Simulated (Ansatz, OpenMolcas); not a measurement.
## Ansatz → OpenMolcas

This Ansatz 0.2.0 job computes BCl (SMILES [B]Cl):

input.yaml:
```yaml
crystal:
  periodic: [false, false, false]
  atoms:
    - {symbol: B, position_ang: [-0.000000, -0.000000, -0.499110]}
    - {symbol: Cl, position_ang: [0.000000, 0.000000, 1.648190]}
basis:
  gaussian:
    orbitals: STO-3G
correlation:
  method: mp2
  frozen_orbitals: {B: 1, Cl: 5}
accuracy: high
```

```bash
$ ansatz run input.yaml --threads 1 --pin off --max-ram 3480MiB --events-out events.jsonl --progress --plain --runs-dir runs
```

The Cl2–B1 distance was set to 2.147 Å, away from the relaxed value.

It gives a total energy of -478.858329 Eh.

**Question.** Translate the job to OpenMolcas 26.06 as an input file of the program's own.

**Answer.** This input was run:

run.input:
```
&GATEWAY
 BasLib = $CurrDir
 Coord
 2
 bohr
 B      0.00000000     0.00000000    -0.94318121
 Cl     0.00000000     0.00000000     3.11462770
 Basis = STO-3G
 Group = NoSym

&SEWARD

&SCF
 Thresholds = 1e-10 1e-07 1e-07 1e-05
 PrOrbitals = 1 1

&MBPT2
 Frozen = 6
```

```bash
$ export MOLCAS_MEM=1860
$ pymolcas run.input > run.log
```

(Basis files named in the input come from the Basis Set Exchange and aren't shown.)

Its energy is -478.858329 Eh, 0.000 mEh from the first.
